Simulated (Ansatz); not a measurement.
A made-up structure of CHB2, doublet:

```tsv
atom	x (Å)	y (Å)	z (Å)
B1	1.3109	-0.2881	0.1009
B2	0.0311	-0.3262	1.2364
C3	-0.3894	0.1212	-0.1675
H4	-0.9526	0.4932	-1.1698
```

It is relaxed with PBE-D4/def2-SVP and then PBE0-D4/def2-TZVP (Ansatz 0.2.0). Atoms count as bonded within 1.22 times the sum of their covalent radii (H–H: 0.88 Å). The end point is not checked to be a true minimum.

Q: Does its bonding change? (A judgement: the text doesn't fix the answer.)

A: Computed: No: no bond forms or breaks.

Where it ends: The first stage lowers the energy by 0.87 eV in 6 steps. It ends as CHB₂ ([B]1[B][CH]1):
B1  (1.171, -0.257, 0.090)
B2  (0.028, -0.291, 1.104)
C3  (-0.348, 0.108, -0.150)
H4  (-0.851, 0.440, -1.044)
(Å)

Labels in which every atom is bracketed show which atoms are joined, not bond orders.

For scale, one of the runs: PBE0-D4/def2-TZVP relaxation, 99 basis functions, launched by `ansatz run in.yaml --threads 2 --pin off --events-out ev --progress --plain --max-ram 4352MiB`. Hardware: 2 CPU threads of an Arm Neoverse V1, shared host. Wall time about 16 s.
